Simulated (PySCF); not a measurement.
# Si2H4O

The system: Si2H4O, a silylene (divalent Si1, bonded to 1 O + 1 Si); neutral, singlet. The structure, one conformer, was relaxed in the gas phase by PBE0-D3(BJ)/def2-SVP. No frequency run checks that it is a minimum.

The strong deshielding of the divalent centre rests on a low-lying excitation, and density functionals tend to overstate it.

SMILES: O[Si][SiH3]

```xyz
7

Si    1.255    1.034    0.695
Si   -0.887   -0.093    0.316
O     2.102    0.346   -0.571
H    -1.979    0.895    0.025
H    -0.813   -1.043   -0.851
H    -1.316   -0.884    1.517
H     1.669   -0.290   -1.153
```
(Å; atoms numbered from 1)

Shieldings: GIAO PBE0/pcSseg-2. Shifts are against computed references at the same level: H TMS (σ 31.24 ppm), Si TMS (σ 341.3 ppm). Core levels by delta-SCF with SCAN, pcX-2 on the ionised atom and pcseg-1 elsewhere, spin-free X2C (2p3/2 is the spin-free 2p value less a third of a first-order spin-orbit splitting); from the vacuum level, for chosen atoms.

(1) Give the NMR and core-level values of the distinct atoms.

(2) Which of Si1, Si2 holds its core electrons tightest, and by how much against the loosest?

(3) By CAM-B3LYP/def2-SVPD (TDDFT singlets, Tamm-Dancoff triplets, ionisation by delta-SCF), where does absorption start, and what does vertical ionisation take?

## Answers

(1) 
| atoms | bonded to | σ (ppm) | δ (ppm) | core level (eV) |
| --- | --- | --- | --- | --- |
| Si1 | 1 O + 1 Si | -236.4 | 577.6 | 2p3/2 107.69 |
| Si2 | 1 Si + 3 H | 437.4 | -96.1 | 2p3/2 106.21 |
| O3 | 1 Si + 1 H | 0.3 | - | 1s 538.88 |
| H4 H5 H6 | 1 Si | 27.91 | 3.34 | - |
| H7 | 1 O | 22.29 | 8.95 | - |

Values are those of this one static structure, with the three H of a rotating XH3 group averaged; atoms that internal rotation interchanges would show their mean in an NMR spectrum.

(2) Si1 (bonded to 1 O + 1 Si), by 1.48 eV over Si2 (bonded to 1 Si + 3 H).

(3) The lowest singlet lies at 2.40 eV (f 0.005), the strongest of the first 6 at 6.20 eV (f 0.508), the lowest triplet at 1.46 eV; vertical ionisation takes 8.39 eV.
